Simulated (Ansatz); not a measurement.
**K (bcc): energy against volume**

Theory: Ansatz 0.2.0, DFT, LDA (PW92), plane waves (420 eV) with PAW, scalar-relativistic. (PAW data from PBE, frozen cores regenerated.)

The cell is scaled uniformly from the relaxed one, with fractional coordinates and shape fixed. Energies are extrapolated to zero smearing, pressures are those at the given smearing. Magnetic state: spin not included.

A Birch-Murnaghan fit gives V₀ = 64.11 Å³/atom, B₀ = 4.5 GPa, B₀′ = 3.8.

**Question.** What are the energy above the minimum and the pressure at 61.759 Å³/atom?

**Answer.** 1.3 meV/atom and 0.19 GPa as computed.

**Question.** What are the energy above the minimum and the pressure at 69.479 Å³/atom?

**Answer.** 5.5 meV/atom and -0.30 GPa as computed.

**Question.** What are the energy above the minimum and the pressure at 72.052 Å³/atom?

**Answer.** 11.4 meV/atom and -0.41 GPa as computed.
